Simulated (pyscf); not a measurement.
Optimised with ωB97X-D3(BJ)/def2-SVP in PySCF.

Question: For `[NH2][GaH2]` + `[OH][SiH3]` -> `[NH2][GaH][O][SiH3]` + `[H][H]`, a four-centre exchange (singlet surface; Ga–H, H–O broken, Ga–O, H–H formed), PBE/def2-TZVP gives ΔE‡ = 45.8 kJ/mol and ΔE = -50.7 kJ/mol (zero: the separated reactants). In which direction and how far do r²SCAN/def2-TZVP, B3LYP-D3(BJ)/def2-TZVP, ωB97M-D3(BJ)/def2-TZVP move these?

Answer: r²SCAN: ΔE‡ = 39.8 kJ/mol, ΔE = -63.4 kJ/mol; B3LYP-D3(BJ): ΔE‡ = 52.9 kJ/mol, ΔE = -61.8 kJ/mol; ωB97M-D3(BJ): ΔE‡ = 59.6 kJ/mol, ΔE = -55.8 kJ/mol. PBE's barrier lies among them. Its reaction energy lies over all of them, by 5.1 to 12.7 kJ/mol. On the reactant side the descent ends in an adduct with a Ga–O contact, 42.3 kJ/mol under the separated species and 91.5 kJ/mol under the saddle at ωB97X-D3(BJ)/def2-TZVP. What is counted as formed (Ga–O) is already present as a longer contact in the reactant adduct; forming that adduct is a step of its own. At the saddle there is also a short Ga–H contact that neither side keeps. At ωB97X-D3(BJ) the barrier from the zero used here is 49.3 kJ/mol. One saddle was located; it need not be the lowest between these sides. Elements up to Kr have no core potential and no relativistic terms here.
